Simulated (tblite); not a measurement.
Species: C5H4O.
SMILES: `C#CC#COC`

Calculated harmonic vibrations of the isolated species, GFN2-xTB (tblite), most abundant isotopes, no scaling. This tight-binding method is rough: wavenumbers can miss measured ones by several per cent, in bad cases by 10 to 20.

Harmonic wavenumbers (cm⁻¹): 106.4, 114.8, 141.4, 180.5, 282.2, 357.5, 358.4, 474.8, 613.0, 639.2, 706.1, 1003.6, 1118.0, 1145.9, 1295.3, 1403.2, 1460.1, 1472.2, 2224.9, 2380.6, 2949.4, 2963.4, 3033.9, 3408.9.

A = 31525, B = 1401, C = 1353 MHz; mass 80.026 u (most abundant isotopes); point group Cs, symmetry number 1.

Task: What is the zero-point energy?

Result: Half the sum of the wavenumbers: 14917 cm⁻¹ = 178.44 kJ/mol.

Task: Entropy at 350 K, 1 bar (ideal gas, RRHO, classical rotation)?

Result: Translation 166.84, rotation 111.16, vibration 86.00: S = 364.0 J/(mol K).

Task: And Cp and H(350 K) − H(0)?

Result: Cp = 116.75 J/(mol K), of which vibrations give 83.49 (their classical limit is 24 R = 199.5); H(350 K) − H(0) = 27.78 kJ/mol without the zero-point energy, 16.14 from vibrations.

Task: Blend soft modes into free rotors: weight 1/[1 + (100 cm⁻¹/ν̃)⁴] for the oscillator and the rest for a rotor with moment μB/(μ + B), μ = h/(8π²ν), B = 10⁻⁴⁴ kg m². What vibrational entropy results?

Result: 83.39 J/(mol K) in place of 86.00, which changes −T·S at 350 K by +0.91 kJ/mol.

Task: How do the functions run with temperature in this model?

Result: 
```tsv
T (K)	S (J/(mol K))	Cp (J/(mol K))	H − H(0) (kJ/mol)	G − H(0) (kJ/mol)	ln q(vib)
150	282.8	77.4	8.08	-34.35	1.50
250	327.7	99.2	16.96	-64.98	3.17
298.15	346.0	108.0	21.95	-81.20	3.96
400	380.1	124.4	33.82	-118.22	5.58
600	435.6	149.4	61.34	-200.00	8.50
900	501.4	175.1	110.29	-340.94	12.35
```

q(vib) and H(0) count from the zero-point level.

Hindered rotation and anharmonicity are outside this model.
